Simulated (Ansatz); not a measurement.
Ansatz (a first-principles code) input:

Ansatz 0.2 input:
```yaml
crystal:
  periodic: [false, false, false]
  atoms:
    - {symbol: C, position_ang: [-1.15560758, -0.01939183, -0.01978464]}
    - {symbol: C, position_ang: [0.24087785, -0.01165574, -0.00989118]}
    - {symbol: N, position_ang: [1.44282811, 0.00934582, 0.01142976]}
    - {symbol: H, position_ang: [-1.58379932, -0.76761383, -0.68871887]}
    - {symbol: H, position_ang: [-1.51517606, -0.12623595, 1.03235025]}
    - {symbol: H, position_ang: [-1.51244297, 1.01471445, -0.24558477]}
basis:
  gaussian:
    orbitals: def2-TZVPD
hamiltonian:
  xc: {name: r2SCAN0}
total_charge: 1
magnetization: {spin_polarized: true, initial_magnetization: 1}
output: {forces: true}
```

**Question.** What final total energy does it print?

**Answer.** -132.26738 Eh (r2SCAN0/def2-TZVPD). The basis has 138 functions.
